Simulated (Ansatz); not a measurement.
This script for Ansatz 0.2.0, Python API starts 6 runs on C3H6N, SMILES [CH2]CC=N. What input does the engine get in each?

`run_field.py`:
```python
'''Dipole of C3H6N in the field of point charges.'''

import warnings

import ansatz as az
import numpy as np

config = {
    'basis_set': 'def2-SVPD',
    'functional': 'b3lyp',
}

GEOMETRY = '''
C    -1.27380    0.71450    0.04150
C    -0.48090   -0.53990   -0.30270
C     0.86070   -0.53970    0.37520
N     1.78880    0.27680    0.02450
H    -1.42940    0.79340    1.13870
H    -0.76420    1.62560   -0.33770
H    -0.34760   -0.60770   -1.40340
H    -1.05860   -1.42720    0.03200
H     1.06050   -1.26330    1.15880
H     1.64460    0.96740   -0.72690
'''


def main() -> None:
    warnings.simplefilter('ignore', az.DeckWarning)

    c3h6n = az.Crystal.molecule()
    for line in GEOMETRY.strip().splitlines():
        symbol, *xyz = line.split()
        c3h6n = c3h6n.atom(symbol, [float(v) for v in xyz])

    calc = (
        c3h6n.calculation()
        .basis(gaussian=config['basis_set'])
        .functional(config['functional'])
        .spin('collinear', total=1)
        .forces()
    )
    # charges +q and -q at -R and +R make a nearly even field 2 k q / R^2 at the centre
    centre = np.mean([site.position_ang for site in c3h6n.cartesian_sites], axis=0)
    field = 2 * 14.399645 * 2.0 / 25.0 ** 2


    def dipole(axis, sign):
        arm = 25.0 * np.eye(3)[axis]
        pair = [{'charge': sign * 2.0, 'position_ang': (centre - arm).tolist()}, {'charge': -sign * 2.0, 'position_ang': (centre + arm).tolist()}]
        deck = calc.input().set(az.key.basis.gaussian.point_charges, pair)
        return np.array(az.Session.from_dict(deck).plan().execute().report['charge_distribution']['dipole_moment_e_ang'])


    print(f'field {field:.4f} V/A')
    alpha = np.array([(dipole(axis, 1) - dipole(axis, -1)) / (2 * field) * 14.399645 for axis in range(3)])
    print('polarisability tensor (A^3)')
    print(np.array2string(alpha, precision=3, suppress_small=True))
    print(f'mean {np.trace(alpha) / 3:.3f} A^3 = {np.trace(alpha) / 3 / 0.14818471:.2f} bohr^3')


if __name__ == '__main__':
    main()
```

Run 1:
```yaml
crystal:
  periodic: [false, false, false]
  atoms:
    - { symbol: C, position_ang: [-1.2738, 0.7145, 0.0415] }
    - { symbol: C, position_ang: [-0.4809, -0.5399, -0.3027] }
    - { symbol: C, position_ang: [0.8607, -0.5397, 0.3752] }
    - { symbol: "N", position_ang: [1.7888, 0.2768, 0.0245] }
    - { symbol: H, position_ang: [-1.4294, 0.7934, 1.1387] }
    - { symbol: H, position_ang: [-0.7642, 1.6256, -0.3377] }
    - { symbol: H, position_ang: [-0.3476, -0.6077, -1.4034] }
    - { symbol: H, position_ang: [-1.0586, -1.4272, 0.032] }
    - { symbol: H, position_ang: [1.0605, -1.2633, 1.1588] }
    - { symbol: H, position_ang: [1.6446, 0.9674, -0.7269] }
basis:
  gaussian:
    orbitals: def2-SVPD
    point_charges:
      - { charge: 2.0, position_ang: [-24.99999, -9.999999999976694e-06, 0.0] }
      - { charge: -2.0, position_ang: [25.00001, -9.999999999976694e-06, 0.0] }
hamiltonian:
  xc: b3lyp
magnetization:
  spin_polarized: true
  initial_magnetization: 1.0
output:
  forces: true
```

Run 2, against run 1:
```diff
-      - { charge: 2.0, position_ang: [-24.99999, -9.999999999976694e-06, 0.0] }
-      - { charge: -2.0, position_ang: [25.00001, -9.999999999976694e-06, 0.0] }
+      - { charge: -2.0, position_ang: [-24.99999, -9.999999999976694e-06, 0.0] }
+      - { charge: 2.0, position_ang: [25.00001, -9.999999999976694e-06, 0.0] }
```

Run 3, against run 1:
```diff
-      - { charge: 2.0, position_ang: [-24.99999, -9.999999999976694e-06, 0.0] }
-      - { charge: -2.0, position_ang: [25.00001, -9.999999999976694e-06, 0.0] }
+      - { charge: 2.0, position_ang: [9.999999999998898e-06, -25.00001, 0.0] }
+      - { charge: -2.0, position_ang: [9.999999999998898e-06, 24.99999, 0.0] }
```

Run 4, against run 1:
```diff
-      - { charge: 2.0, position_ang: [-24.99999, -9.999999999976694e-06, 0.0] }
-      - { charge: -2.0, position_ang: [25.00001, -9.999999999976694e-06, 0.0] }
+      - { charge: -2.0, position_ang: [9.999999999998898e-06, -25.00001, 0.0] }
+      - { charge: 2.0, position_ang: [9.999999999998898e-06, 24.99999, 0.0] }
```

Run 5, against run 1:
```diff
-      - { charge: 2.0, position_ang: [-24.99999, -9.999999999976694e-06, 0.0] }
-      - { charge: -2.0, position_ang: [25.00001, -9.999999999976694e-06, 0.0] }
+      - { charge: 2.0, position_ang: [9.999999999998898e-06, -9.999999999976694e-06, -25.0] }
+      - { charge: -2.0, position_ang: [9.999999999998898e-06, -9.999999999976694e-06, 25.0] }
```

Run 6, against run 1:
```diff
-      - { charge: 2.0, position_ang: [-24.99999, -9.999999999976694e-06, 0.0] }
-      - { charge: -2.0, position_ang: [25.00001, -9.999999999976694e-06, 0.0] }
+      - { charge: -2.0, position_ang: [9.999999999998898e-06, -9.999999999976694e-06, -25.0] }
+      - { charge: 2.0, position_ang: [9.999999999998898e-06, -9.999999999976694e-06, 25.0] }
```

Running `python run_field.py` prints:
```text
field 0.0922 V/A
polarisability tensor (A^3)
[[ 8.128  0.194 -0.095]
 [ 0.192  6.772 -0.475]
 [-0.096 -0.468  5.994]]
mean 6.965 A^3 = 47.00 bohr^3
```

Caveats:
- The geometry is a force-field or estimated start, not a minimum of this method, and the basis set is short of its limit. The field of two point charges is only nearly even.
- The species is open-shell (spin multiplicity 2).
- b3lyp holds the VWN-RPA fit, as in Gaussian; the form of ORCA and Turbomole is b3lyp5.
- Wall time of the script: 60 s on 1 thread of Arm Neoverse V1, on a shared host, peak memory 0.35 GiB.

(Lines on the test bed's own set-up are left out of the output.)
